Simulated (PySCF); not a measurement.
Structure with atom numbers: `[CH2:1]=[C:2]([F:3])[C:4]([CH3:5])=[O:6]` (H(Xn): hydrogen on atom n). Ha(C1) is cis to F3; Hb(C1) is trans to F3.

PySCF 2.14 calculation with structure optimised with PBE0-D3(BJ)/def2-SVP, shieldings: GIAO PBE0/pcSseg-1 and couplings computed with B3LYP/pcJ-1 (spin–dipole term only in couplings to heteroatoms); gas phase, rapidly exchanging positions averaged, one conformer, non-relativistic Hamiltonian.

Problem. List the cross peaks expected in HSQC, COSY and HMBC spectra.

Solution. 

HSQC (one-bond C–H):
```
           δH          δC  1J(C,H) (Hz)
5.92 (Hb(C1))  105.1 (C1)           180
5.16 (Ha(C1))  105.1 (C1)           173
 2.26 (H(C5))   28.0 (C5)           136
```

HMBC (two and three bonds, |J| ≥ 2.5 Hz):
```
           δH                   δC [abs. J in Hz]
5.92 (Hb(C1))  195.8 (C4) [2.7], 168.2 (C2) [6.4]
5.16 (Ha(C1))  195.8 (C4) [7.2], 168.2 (C2) [6.5]
 2.26 (H(C5))                    195.8 (C4) [5.9]
```

No COSY cross peaks are expected.

References, each an isolated molecule treated in the same way: 1H and 13C against TMS.

Common functionals overestimate the size of one-bond C–F couplings by tens of Hz; these are unscaled. Shifts are as computed. Against solution values, carbons near 30 ppm lie about +2 ppm off and those near 130 ppm about +5 ppm. Of 1211 compounds with measured shifts, 218 miss one by over three times the rms of a fit or turn the order of signals round; such compounds aren't used in these exercises.
